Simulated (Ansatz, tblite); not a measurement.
# The cluster CaCl₂: one state, many levels

One table from this session's results is given with a row withheld; the runs are named, their logs left out.

Computed with Ansatz 0.2.0, Gaussian basis. Level: as each input shows.

The runs, in order: GFN1-xTB, GFN2-xTB, PBE-D4/def2-TZVP, r2SCAN-D4/def2-TZVP, r2SCAN0-D4/def2-TZVP, BLYP-D4/def2-TZVP, revPBE-D4/def2-TZVP, HF/def2-TZVP, r2SCANh-D4/def2-TZVP, PBE-D4/def2-SVP, PBE0-D4/def2-SVP, HF/6-31G, B3LYP-D4/6-31G, PBE0-D4/def2-TZVPD, PBE-D4/def2-TZVPD, r2SCAN-D4/def2-TZVPD, CCSD(T)/def2-TZVPP, MP2/def2-TZVP, RPA/def2-TZVP, CCSD(T)/def2-TZVPD.

### The geometry

The singlet was relaxed beforehand with r2SCAN-D4/def2-TZVP. At that level it is the lowest of the isomers that a small search found.

3 atoms, charge 0, spin multiplicity 1.

Bond lengths: Ca1–Cl2 2.461 Å, Ca1–Cl3 2.461 Å. Angles: Cl2–Ca1–Cl3 175.5°.

PBE0-D4/def2-TZVP was run before; its log isn't repeated, and its numbers join the tables.

The first run:

Tight binding, by tblite at 300 K electronic temperature and without a spin-polarisation term:

```python
tblite.interface.Calculator('GFN1-xTB', numbers, positions, charge=0, uhf=0).singlepoint()
```

Tight binding, by tblite at 300 K electronic temperature and without a spin-polarisation term:

```python
tblite.interface.Calculator('GFN2-xTB', numbers, positions, charge=0, uhf=0).singlepoint()
```

start.molden holds the orbitals of an earlier run on this state, given as this run's starting guess.

Input file in.yaml:

```yaml
crystal:
  periodic: [false, false, false]
  atoms:
    - {symbol: Ca, position_ang: [0.056615, -0.006107, 0.029984]}
    - {symbol: Cl, position_ang: [-0.940770, -1.840921, 1.332414]}
    - {symbol: Cl, position_ang: [0.884145, 1.847018, -1.362398]}
basis:
  gaussian: {orbitals: def2-TZVP, initial_orbitals: start.molden}
hamiltonian: {xc: pbe, dispersion: d4}
scf: {omitted_lower_state_checks: [starts]}
output: {orbitals: {seedname: orbitals}}
```

Started as:

```
> ansatz run in.yaml --threads 4 --pin off --events-out ev --progress --plain --max-ram 3916MiB
```

Among the steps run: PBE-D4/def2-TZVP; r2SCAN-D4/def2-TZVP; r2SCAN0-D4/def2-TZVP; BLYP-D4/def2-TZVP; revPBE-D4/def2-TZVP; HF/def2-TZVP; r2SCANh-D4/def2-TZVP; PBE-D4/def2-SVP; PBE0-D4/def2-SVP; HF/6-31G; B3LYP-D4/6-31G; PBE0-D4/def2-TZVPD; PBE-D4/def2-TZVPD; r2SCAN-D4/def2-TZVPD; CCSD(T)/def2-TZVPP; MP2/def2-TZVP; RPA/def2-TZVP; CCSD(T)/def2-TZVPD.

One table of the session follows, with a row left open; its other results are not shown here.

It belongs to the step «Levels side by side». 

```
               level  HOMO (eV)  LUMO (eV)  gap (eV)
            HF/6-31G     -11.50      -0.28     11.21
        HF/def2-TZVP     -11.48      -0.14     11.35
     PBE-D4/def2-SVP      -6.72      -2.81      3.90
    PBE-D4/def2-TZVP      -6.97      -2.88      4.09
   PBE-D4/def2-TZVPD      -7.01      -2.89      4.13
 revPBE-D4/def2-TZVP      -6.91      -2.77      4.13
   BLYP-D4/def2-TZVP      -6.81      -2.91      3.90
 r2SCAN-D4/def2-TZVP          ?          ?         ?
r2SCAN-D4/def2-TZVPD      -7.31      -2.25      5.06
r2SCANh-D4/def2-TZVP      -7.79      -2.10      5.69
      B3LYP-D4/6-31G      -7.98      -2.70      5.28
    PBE0-D4/def2-SVP      -8.10      -2.14      5.96
   PBE0-D4/def2-TZVP      -8.31      -2.17      6.14
  PBE0-D4/def2-TZVPD      -8.33      -2.16      6.18
r2SCAN0-D4/def2-TZVP      -8.54      -1.82      6.72
```

Estimate the missing values for r2SCAN-D4/def2-TZVP.

Worked estimate for «HOMO (eV)». Against the share of exact exchange, r2SCANh-D4/def2-TZVP (0.1, -7.79), r2SCAN0-D4/def2-TZVP (0.25, -8.54) give a slope of -5.00 per unit share; at 0 the line stands at -7.29.

**Answer.** HOMO (eV): -7.30; LUMO (eV): -2.30; gap (eV): 5.00. In «HOMO (eV)» the line misses by +0.01.
